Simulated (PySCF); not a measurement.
# Computed data sheet: `CCCC(=O)Cl`

Compound: C4H7ClO.
Numbering: `[CH3:1][CH2:2][CH2:3][C:4](=[O:5])[Cl:6]` (hydrogens: H7, H8, H9 on C1; H10, H11 on C2; H12, H13 on C3)

Cartesian coordinates in Å at the PBE0-D3(BJ)/def2-TZVP level; atoms count from 1:
```
atom  x, y, z in Å
C1     1.8241    0.0795    0.0461
C2     0.4597   -0.4205   -0.3941
C3    -0.6622    0.2915    0.3385
C4    -2.0249   -0.1247   -0.1175
O5    -2.3013   -0.8557   -1.0008
Cl6   -3.3200    0.6464    0.8577
H7     1.9429    1.1457   -0.1649
H8     1.9736   -0.0638    1.1197
H9     2.6231   -0.4523   -0.4734
H10    0.3318   -0.2797   -1.4703
H11    0.3766   -1.4966   -0.2189
H12   -0.6047    1.3780    0.2043
H13   -0.6125    0.1327    1.4202
```

From PBE0-D3(BJ)/def2-TZVP geometry optimisation, gas phase (PySCF):

```
Rotational constants A, B, C : 6.881, 1.325, 1.134 GHz
```

B97-2/pcSseg-2 ground state and GIAO shieldings, non-relativistic (PySCF):

```
Dipole moment                                               : 3.06 D
HOMO energy                                                 : -8.24 eV
LUMO energy                                                 : -1.04 eV
HOMO–LUMO gap                                               : 7.20 eV
13C chemical shifts (computed TMS as zero) by class         : 187.4 (C4), 53.5 (C3), 22.8 (C2), 15.6 (C1) ppm
1H chemical shifts (computed TMS as zero) by class          : 2.88 (H12/H13), 1.65 (H10/H11), 0.91 (H7/H8/H9) ppm
Isotropic shieldings of nuclei other than C and H, by class : -232 (O5), 487 (Cl6) ppm
```

Monoisotopic mass from the formula: 106.0185 u.

With B = h/(8π²I), that is 505.379 GHz u Å² over I, the principal moments of inertia are 73.4, 381.5 and 445.5 u Å² (most abundant isotopes). In atomic units the dipole is 1.20 e·bohr (1 au = 2.5417 D). The rotational constants make it an asymmetric top with κ = (2B − A − C)/(A − C) = -0.93, nearer the prolate limit (−1).

The structure is a single PBE0-D3(BJ)/def2-TZVP conformer in the gas phase; no vibrational or solvent corrections. NMR classes are plain means over equivalent atoms (diastereotopic ones count apart unless rotation or inversion swaps them), as if these changed places fast; in this geometry the members of some classes differ.
